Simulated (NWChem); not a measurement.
All runs are NWChem calculations. System: CN (-1), charge -1, spin multiplicity 1, at a geometry optimised with PBE/def2-SVP. The structure started from a generated list of species. Level: MP2/def2-TZVPD, 2 core orbitals frozen.

Input file:

```
start mol
memory heap 200 mb stack 900 mb global 1100 mb
charge -1
geometry units angstroms nocenter noautoz
  C      0.000000     0.000000     0.641287
  N      0.000000     0.000000    -0.549674
  symmetry group C2v
end
basis spherical
  * library def2-tzvpd
end
scf
  rhf
  nopen 0
  maxiter 100
  thresh 1e-7
  semidirect memsize 60000000 filesize 0
end
mp2
  freeze core 2
end
task mp2 energy
```

NWChem printed:

```
             Northwest Computational Chemistry Package (NWChem) 7.3.0
             --------------------------------------------------------

                                NWChem Input Module
                                -------------------

 Scaling coordinates for geometry "geometry" by  1.889725989
 (inverse scale =  0.529177249)

 Turning off AUTOSYM since
 SYMMETRY directive was detected!

                             Geometry "geometry" -> ""
                             -------------------------

 Output coordinates in angstroms (scale by  1.889725989 to convert to a.u.)

  No.       Tag          Charge          X              Y              Z
 ---- ---------------- ---------- -------------- -------------- --------------
    1 C                    6.0000     0.00000000     0.00000000     0.64128700
    2 N                    7.0000     0.00000000     0.00000000    -0.54967400

 Effective nuclear repulsion energy (a.u.)      18.6617735241

            Nuclear Dipole moment (a.u.)
            ----------------------------
        X                 Y               Z
 ---------------- ---------------- ----------------
     0.0000000000     0.0000000000     0.0000075589

      Symmetry information
      --------------------

 Group name             C2v
 Group number             16
 Group order               4
 No. of unique centers     2

      Symmetry unique atoms

     1    2


 Summary of "ao basis" -> "" (spherical)
 ------------------------------------------------------------------------------
       Tag                 Description            Shells   Functions and Types
 ---------------- ------------------------------  ------  ---------------------
 *                         def2-tzvpd                 on all atoms

 Summary of "ao basis" -> "ao basis" (spherical)
 ------------------------------------------------------------------------------
       Tag                 Description            Shells   Functions and Types
 ---------------- ------------------------------  ------  ---------------------
 C                         def2-tzvpd               13       37   6s3p3d1f
 N                         def2-tzvpd               13       37   6s3p3d1f

                                 NWChem SCF Module
                                 -----------------

  ao basis        = "ao basis"
  functions       =    74
  atoms           =     2
  closed shells   =     7
  open shells     =     0
  charge          =  -1.00
  wavefunction    = RHF
  use symmetry    = T
  symmetry adapt  = T

 Summary of "ao basis" -> "ao basis" (spherical)
 ------------------------------------------------------------------------------
       Tag                 Description            Shells   Functions and Types
 ---------------- ------------------------------  ------  ---------------------
 C                         def2-tzvpd               13       37   6s3p3d1f
 N                         def2-tzvpd               13       37   6s3p3d1f

      Symmetry analysis of basis
      --------------------------

        a1         34
        a2          8
        b1         16
        b2         16

 Forming initial guess at       0.0s

      Superposition of Atomic Density Guess
      -------------------------------------

 Sum of atomic energies:         -91.98288711

 Renormalizing density from      13.00 to     14

      Non-variational initial energy
      ------------------------------

 Total energy =     -96.684642
 1-e energy   =    -173.163175
 2-e energy   =      57.816759
 HOMO         =       0.134268
 LUMO         =       0.279017

      Symmetry analysis of molecular orbitals - initial
      -------------------------------------------------

 !! scf_movecs_sym_adapt:   48 vectors were symmetry contaminated

  Symmetry fudging

 !! scf_movecs_sym_adapt:   46 vectors were symmetry contaminated

  Numbering of irreducible representations:

     1 a1          2 a2          3 b1          4 b2

  Orbital symmetries:

     1 a1          2 a1          3 a1          4 a1          5 b1
     6 b2          7 a1          8 a1          9 a1         10 b1
    11 b2         12 a1         13 b1         14 b2         15 a1
    16 a2         17 a1

 Starting SCF solution at       0.2s

 ----------------------------------------------
         Quadratically convergent ROHF

 Convergence threshold     :          1.000E-07
 Maximum no. of iterations :          100
 Final Fock-matrix accuracy:          1.000E-09
 ----------------------------------------------

              iter       energy          gnorm     gmax       time
             ----- ------------------- --------- --------- --------
                 1      -92.1403765141  1.76D+00  4.19D-01      0.2
                 2      -92.3302650620  4.01D-01  1.19D-01      0.2
                 3      -92.3389943823  1.89D-01  5.73D-02      0.3
                 4      -92.3416677569  3.77D-03  1.25D-03      0.3
                 5      -92.3416694870  5.17D-06  1.55D-06      0.3
                 6      -92.3416694870  9.02D-09  4.11D-09      0.4

       Final RHF  results
       ------------------

         Total SCF energy =    -92.341669486998
      One-electron energy =   -165.841197491835
      Two-electron energy =     54.837754480778
 Nuclear repulsion energy =     18.661773524059

        Time for solution =      0.1s

       Symmetry analysis of molecular orbitals - final
       -----------------------------------------------

  Numbering of irreducible representations:

     1 a1          2 a2          3 b1          4 b2

  Orbital symmetries:

     1 a1          2 a1          3 a1          4 a1          5 a1
     6 b2          7 b1          8 a1          9 a1         10 b2
    11 b1         12 a1         13 b2         14 b1         15 a2
    16 a1         17 a1

             Final eigenvalues
             -----------------

              1
    1  -15.2880
    2  -10.9727
    3   -0.9153
    4   -0.3416
    5   -0.1912
    6   -0.1870
    7   -0.1870
    8    0.2657
    9    0.3198
   10    0.4066
   11    0.4066
   12    0.4489
   13    0.4708
   14    0.4708
   15    0.4876
   16    0.4876
   17    0.5825

                       ROHF Final Molecular Orbital Analysis
                       -------------------------------------

 Vector    5  Occ=2.000000D+00  E=-1.911568D-01  Symmetry=a1
              MO Center= -9.6D-31, -1.3D-30,  6.6D-01, r^2= 1.6D+00
   Bfn.  Coefficient  Atom+Function         Bfn.  Coefficient  Atom+Function
  ----- ------------  ---------------      ----- ------------  ---------------
     9      0.330371  1 C  pz                12      0.296743  1 C  pz
    46     -0.249730  2 N  pz                 4      0.215518  1 C  s
    49     -0.171134  2 N  pz                15      0.164830  1 C  pz

 Vector    6  Occ=2.000000D+00  E=-1.870434D-01  Symmetry=b2
              MO Center= -1.9D-31,  4.7D-17, -1.1D-01, r^2= 1.2D+00
   Bfn.  Coefficient  Atom+Function         Bfn.  Coefficient  Atom+Function
  ----- ------------  ---------------      ----- ------------  ---------------
    45      0.315811  2 N  py                48      0.295538  2 N  py
     8      0.239729  1 C  py                11      0.207858  1 C  py
    14      0.201737  1 C  py

 Vector    7  Occ=2.000000D+00  E=-1.870434D-01  Symmetry=b1
              MO Center= -4.6D-16, -5.7D-31, -1.1D-01, r^2= 1.2D+00
   Bfn.  Coefficient  Atom+Function         Bfn.  Coefficient  Atom+Function
  ----- ------------  ---------------      ----- ------------  ---------------
    44      0.315811  2 N  px                47      0.295538  2 N  px
     7      0.239729  1 C  px                10      0.207858  1 C  px
    13      0.201737  1 C  px

 Vector    8  Occ=0.000000D+00  E= 2.656999D-01  Symmetry=a1
              MO Center=  4.4D-17, -5.9D-18,  1.6D+00, r^2= 9.0D+00
   Bfn.  Coefficient  Atom+Function         Bfn.  Coefficient  Atom+Function
  ----- ------------  ---------------      ----- ------------  ---------------
     6      3.952211  1 C  s                  5     -3.367670  1 C  s
    43     -1.326647  2 N  s                 42      1.063709  2 N  s
    52      0.848520  2 N  pz                12      0.448181  1 C  pz
    15     -0.445945  1 C  pz                 4     -0.421442  1 C  s
    65      0.330677  2 N  d  0              49      0.223173  2 N  pz

 Vector    9  Occ=0.000000D+00  E= 3.198279D-01  Symmetry=a1
              MO Center=  1.2D-15,  3.8D-15, -1.2D+00, r^2= 8.7D+00
   Bfn.  Coefficient  Atom+Function         Bfn.  Coefficient  Atom+Function
  ----- ------------  ---------------      ----- ------------  ---------------
     5      8.788853  1 C  s                 43     -7.071863  2 N  s
    42     -6.209658  2 N  s                 15     -5.129118  1 C  pz
    52     -3.183486  2 N  pz                 6      2.208522  1 C  s
    28      1.346657  1 C  d  0               4      1.337168  1 C  s
    12     -0.714517  1 C  pz                49     -0.264939  2 N  pz

 Vector   10  Occ=0.000000D+00  E= 4.066463D-01  Symmetry=b2
              MO Center= -1.2D-30, -9.1D-17,  8.7D-01, r^2= 4.0D+00
   Bfn.  Coefficient  Atom+Function         Bfn.  Coefficient  Atom+Function
  ----- ------------  ---------------      ----- ------------  ---------------
    27      0.687739  1 C  d -1              14      0.367032  1 C  py
    48     -0.229128  2 N  py                 8      0.183763  1 C  py
    45     -0.172835  2 N  py                64      0.169256  2 N  d -1

 center of mass
 --------------
 x =   0.00000000 y =   0.00000000 z =  -0.00012205

 moments of inertia (a.u.)
 ------------------
          32.732006771476           0.000000000000           0.000000000000
           0.000000000000          32.732006771476           0.000000000000
           0.000000000000           0.000000000000           0.000000000000

  Mulliken analysis of the total density
  --------------------------------------

    Atom       Charge   Shell Charges
 -----------   ------   -------------------------------------------------------
    1 C    6     6.54   0.86  1.12  0.56  0.70  0.28  0.17  1.06  1.06  0.61  0.03  0.06  0.04  0.01
    2 N    7     7.46   0.82  1.16  0.58  0.87  0.43  0.12  1.38  1.51  0.57  0.01  0.04 -0.02  0.00

       Multipole analysis of the density wrt the origin
       ------------------------------------------------

     L   x y z        total         open         nuclear
     -   - - -        -----         ----         -------
     0   0 0 0     -1.000000      0.000000     13.000000

     1   1 0 0      0.000000      0.000000      0.000000
     1   0 1 0     -0.000000      0.000000      0.000000
     1   0 0 1     -0.146700      0.000000      0.000008

     2   2 0 0    -11.014575      0.000000      0.000000
     2   1 1 0      0.000000      0.000000      0.000000
     2   1 0 1      0.000000      0.000000      0.000000
     2   0 2 0    -11.014575      0.000000      0.000000
     2   0 1 1     -0.000000      0.000000      0.000000
     2   0 0 2    -14.415964      0.000000     16.364347

                   NWChem MP2 Semi-direct Energy/Gradient Module
                   ---------------------------------------------

  Basis functions       =     74
  Molecular orbitals    =     74
  Frozen core           =      2
  Frozen virtuals       =      0
  Active alpha occupied =      5
  Active beta occupied  =      5
  Active alpha virtual  =     67
  Active beta virtual   =     67
  Use MO symmetry       = T
  Use skeleton AO sym   = T

  AO/Fock/Back tols     =   1.0D-09  1.0D-09  1.0D-09

 GA uses MA = F    GA memory limited = T

 Available:
  local mem=  1.26D+08
 global mem=  1.44D+08
 local disk=  0.00D+00
  mp2_memr nvloc                    67
  nvloc new                    67
   1 passes of   5:        4194304                      27914                   3169028.
   1 passes of   5: M    126153674           G      144168248           F     121959370.

 Semi-direct pass number   1 of   1  for RHF alpha+beta  at        0.4s
  vrange nnbf                  2774
  mp2_eaftype                    12  avail_ma_in_mb                  1099
 EAF : mp2_eaftype filesize          12    1584514.
  mp2_eaf for mointskh                     12
Node 0 wrote      7.4 Mb in      0.0 s     Agg I/O rate:  4911.5 Mb/s
 Done moints_semi at        0.8s
  mp2_eaftype                    12  avail_ma_in_mb                  1087
 EAF : mp2_eaftype filesize          12    1584514.
  mp2_eaf for kh                    12
 Done maket at        0.9s
 Done multipass loop at        0.9s

          -------------------------------------------
          SCF energy                 -92.341669486998
          Correlation energy          -0.346944593795
          Singlet pairs               -0.213634212071
          Triplet pairs               -0.133310381724
          Total MP2 energy           -92.688614080793
          -------------------------------------------

          ---------------------------------------------------
                    Spin Component Scaled (SCS) MP2
          Same spin pairs                     -0.088873587816
          Same spin scaling factor             0.333333333333
          Opposite spin pairs                 -0.258071005979
          Opposite spin scaling fact.          1.200000000000
          SCS-MP2 correlation energy          -0.339309736446
          Total SCS-MP2 energy               -92.680979223444
          ---------------------------------------------------

 -----------------------
 Performance information
 -----------------------

 Timer overhead =  1.50D-07 seconds/call

               Nr. of calls         CPU time (s)                 Wall time (s)                GFlops
             ---------------    -------------------     ------------------------------   -------------------
Name         Min   Avg   Max    Min     Avg     Max     Min     Avg     Max   Mx/calls   Min     Max     Sum
mp2: moin     1     1     1   0.44    0.44    0.44     0.44    0.44    0.44    0.44      0.0     0.0     0.0
mp2: make     1     1     1   2.61E-2 2.61E-2 2.61E-2  2.61E-2 2.61E-2 2.61E-2 2.61E-2   0.0     0.0     0.0
mp2: tota     1     1     1   0.50    0.50    0.50     0.50    0.50    0.50    0.50      0.0     0.0     0.0

 The average no. of pstat calls per process was 3.00D+00
 with a timing overhead of 4.49D-07s

 Task  times  cpu:        0.8s     wall:        0.8s

 Total times  cpu:        0.9s     wall:        0.9s
```
